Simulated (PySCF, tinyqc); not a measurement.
RHF in the sto-3g basis, for OH-, spin multiplicity 1, step by step (part 2 of 2). The basis has no diffuse functions, so it cannot describe the extra electron: this is an exercise in the method, not the real anion. The lowest restricted solution is unstable here: a spin-polarised one lies 0.0052 hartree lower (PySCF). Computed by tinyqc, a small Python program that keeps every step (integrals from PySCF). Command: `OMP_NUM_THREADS=1 python tinyqc.py 20482 20483 out.jsonl` (the two numbers bound the seeds that draw the settings). One thread of a shared host (Intel(R) Xeon(R) Processor @ 2.60GHz), about 0.06 s of CPU time with the checks.

Geometry (angstrom):
```
atom       x       y       z
O     0.0000  0.0000  0.0000
H     0.0000  0.0000  1.6040
```

## Convergence

Stop when the energy changes by less than 1e-08 hartree and every element of the error matrix X^T (F D S - S D F) X is below 3e-05.

Course of the cycle:
```
iteration  E (hartree)     change  largest element of the error matrix
1           -72.897059          -                             2.23e-01
2           -73.864240  -9.67e-01                             2.32e-01
3           -73.985153  -1.21e-01                             5.23e-02
4           -73.986352  -1.20e-03                             1.02e-02
5           -73.986401  -4.88e-05                             2.20e-03
6           -73.986403  -2.34e-06                             4.83e-04
7           -73.986403  -1.14e-07                             1.06e-04
8           -73.986403  -5.51e-09                             2.34e-05
```

PySCF RHF in the same basis = -73.986403 hartree

Converged in 8 iterations.

## Populations, bond orders and dipole

D after iteration 8, order 1O 1s, 1O 2s, 1O 2px, 1O 2py, 1O 2pz, 2H 1s:
$$\begin{pmatrix}
2.1182 & -0.5010 & 0.0000 & 0.0000 & 0.0517 & 0.0211 \\
-0.5010 & 2.1293 & 0.0000 & 0.0000 & -0.2349 & -0.1766 \\
0.0000 & 0.0000 & 2.0000 & 0.0000 & 0.0000 & 0.0000 \\
0.0000 & 0.0000 & 0.0000 & 2.0000 & 0.0000 & 0.0000 \\
0.0517 & -0.2349 & 0.0000 & 0.0000 & 0.3627 & 0.7137 \\
0.0211 & -0.1766 & 0.0000 & 0.0000 & 0.7137 & 1.4457
\end{pmatrix}$$

overlap S, order 1O 1s, 1O 2s, 1O 2px, 1O 2py, 1O 2pz, 2H 1s:
$$\begin{pmatrix}
1.0000 & 0.2367 & 0.0000 & 0.0000 & 0.0000 & 0.0122 \\
0.2367 & 1.0000 & 0.0000 & 0.0000 & 0.0000 & 0.1645 \\
0.0000 & 0.0000 & 1.0000 & 0.0000 & 0.0000 & 0.0000 \\
0.0000 & 0.0000 & 0.0000 & 1.0000 & 0.0000 & 0.0000 \\
0.0000 & 0.0000 & 0.0000 & 0.0000 & 1.0000 & 0.1674 \\
0.0122 & 0.1645 & 0.0000 & 0.0000 & 0.1674 & 1.0000
\end{pmatrix}$$

Mulliken: Z minus the diagonal of D S on the atom; Loewdin: the same with S^(1/2) D S^(1/2); Mayer order: 2 sum_s sum (D(s) S)_ij (D(s) S)_ji over the two atoms.

Charges (e):
```
atom  Mulliken  Loewdin
1O     -0.4636  -0.4703
2H     -0.5364  -0.5297
```

Mayer bond orders:
```
pair   order
2-1   0.7123
```

dipole moment about the origin, x y z (debye): [0.0000, 0.0000, -3.6304]
